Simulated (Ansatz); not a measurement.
`CC(C)(C)CS` and `CC(C)(C)C#N` differ in one atom or group.

Ansatz, PBE0-D4/def2-TZVP geometries, multiplicity 1. Each molecule was computed in one conformer, which needn't be the lowest.

```json
{"property": "LUMO energy (B3LYP/def2-TZVPP) / eV", "`CC(C)(C)CS`": "0.21"}
{"property": "size of the dipole moment (ωB97M-V/def2-TZVPP) / D", "`CC(C)(C)CS`": "1.53"}
{"property": "size of the dipole moment (B3LYP/def2-TZVPP) / D", "`CC(C)(C)CS`": "1.55"}
{"property": "HOMO energy (PBE/def2-TZVPP) / eV", "`CC(C)(C)CS`": "-5.52"}
{"property": "LUMO energy (ωB97M-V/def2-TZVPP) / eV", "`CC(C)(C)CS`": "2.11"}
{"property": "HOMO energy (B3LYP/def2-TZVPP) / eV", "`CC(C)(C)CS`": "-6.51"}
```

**Question.** Give the same properties after the change, and the shifts. (Best estimate.)

**Answer.** Ansatz gave: 
| property | `CC(C)(C)C#N` | shift |
| --- | --- | --- |
| LUMO energy (B3LYP/def2-TZVPP) / eV | 0.36 | 0.15 |
| size of the dipole moment (ωB97M-V/def2-TZVPP) / D | 4.10 | 2.57 |
| size of the dipole moment (B3LYP/def2-TZVPP) / D | 4.11 | 2.56 |
| HOMO energy (PBE/def2-TZVPP) / eV | -7.84 | -2.32 |
| LUMO energy (ωB97M-V/def2-TZVPP) / eV | 2.09 | -0.02 |
| HOMO energy (B3LYP/def2-TZVPP) / eV | -8.94 | -2.43 |

With PBE0 the HOMO falls by 2.43 eV and the LUMO rises by 0.18 eV, so the gap widens by about 2.61 eV. PBE moves the HOMO by -2.32 eV and ωB97M-V by -2.52 eV. Dipoles are sizes alone; their direction can turn.

B3LYP here is the variant with VWN-RPA as its local correlation; programs differ in this.
